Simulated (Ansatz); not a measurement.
Species, as SMILES: [C-]#[NH+] (C-NH).
Atoms: C1, N2, H3. Bonds: C1-N2, N2-H3.

Basis-set convergence of the highest harmonic wavenumber at HF with Ansatz (a first-principles code). Each level at its own minimum, finite differences of forces, unscaled; the reference is a large set that could be run, not a limit. Cartesian d functions, on some or all atoms, in 6-31G**, 6-31+G*; all else is spherical. The program fits the integrals of some runs and decomposes those of others, by size. Core-valence sets carry the plain set on hydrogen. No added dispersion term, no relativity. Reference: the value in def2-QZVPPD, 4046 cm⁻¹. Deviations are taken from unrounded values.

```json
[
 {"basis": "STO-3G", "functions": "11", "highest harmonic wavenumber (cm⁻¹)": "4228", "minus reference (cm⁻¹)": "182"},
 {"basis": "pcseg-0", "functions": "20", "highest harmonic wavenumber (cm⁻¹)": "3945", "minus reference (cm⁻¹)": "-101"},
 {"basis": "def2-SV(P)", "functions": "30", "highest harmonic wavenumber (cm⁻¹)": "4040", "minus reference (cm⁻¹)": "-7"},
 {"basis": "pcseg-1", "functions": "33", "highest harmonic wavenumber (cm⁻¹)": "4037", "minus reference (cm⁻¹)": "-9"},
 {"basis": "6-31G**", "functions": "35", "highest harmonic wavenumber (cm⁻¹)": "4088", "minus reference (cm⁻¹)": "42"},
 {"basis": "6-31+G*", "functions": "40", "highest harmonic wavenumber (cm⁻¹)": "4073", "minus reference (cm⁻¹)": "27"},
 {"basis": "6-311G**", "functions": "42", "highest harmonic wavenumber (cm⁻¹)": "4052", "minus reference (cm⁻¹)": "6"},
 {"basis": "def2-SVPD", "functions": "48", "highest harmonic wavenumber (cm⁻¹)": "4049", "minus reference (cm⁻¹)": "3"},
 {"basis": "aug-cc-pVDZ", "functions": "55", "highest harmonic wavenumber (cm⁻¹)": "4037", "minus reference (cm⁻¹)": "-9"},
 {"basis": "aug-pcseg-1", "functions": "55", "highest harmonic wavenumber (cm⁻¹)": "4047", "minus reference (cm⁻¹)": "1"},
 {"basis": "6-311++G(2d,2p)", "functions": "64", "highest harmonic wavenumber (cm⁻¹)": "4050", "minus reference (cm⁻¹)": "4"},
 {"basis": "def2-TZVPP", "functions": "76", "highest harmonic wavenumber (cm⁻¹)": "4051", "minus reference (cm⁻¹)": "4"},
 {"basis": "def2-TZVPD", "functions": "83", "highest harmonic wavenumber (cm⁻¹)": "4036", "minus reference (cm⁻¹)": "-11"},
 {"basis": "def2-TZVPPD", "functions": "91", "highest harmonic wavenumber (cm⁻¹)": "4049", "minus reference (cm⁻¹)": "3"},
 {"basis": "cc-pCVTZ", "functions": "100", "highest harmonic wavenumber (cm⁻¹)": "4045", "minus reference (cm⁻¹)": "-1"},
 {"basis": "aug-cc-pVTZ", "functions": "115", "highest harmonic wavenumber (cm⁻¹)": "4044", "minus reference (cm⁻¹)": "-3"},
 {"basis": "aug-pcseg-2", "functions": "115", "highest harmonic wavenumber (cm⁻¹)": "4049", "minus reference (cm⁻¹)": "3"},
 {"basis": "def2-QZVPP", "functions": "144", "highest harmonic wavenumber (cm⁻¹)": "4047", "minus reference (cm⁻¹)": "1"}
]
```

The smallest set listed that lies within 20 cm⁻¹ of the reference with all its larger relatives (same family, alike in diffuse functions; a set with none counts only in the reference's own line) is def2-SV(P) (30 functions, -7 cm⁻¹ off). Inside, with no larger relative to test it: 6-311G**, cc-pCVTZ. (Relatives not listed, tested too: def2-SVP 5, def2-TZVP -7, pcseg-2 3, jun-cc-pV(T+d)Z -2, 6-311++G(3df,3pd) -1, def2-QZVP 1, pcseg-3 0, def2-QZVPPD 0 cm⁻¹.)
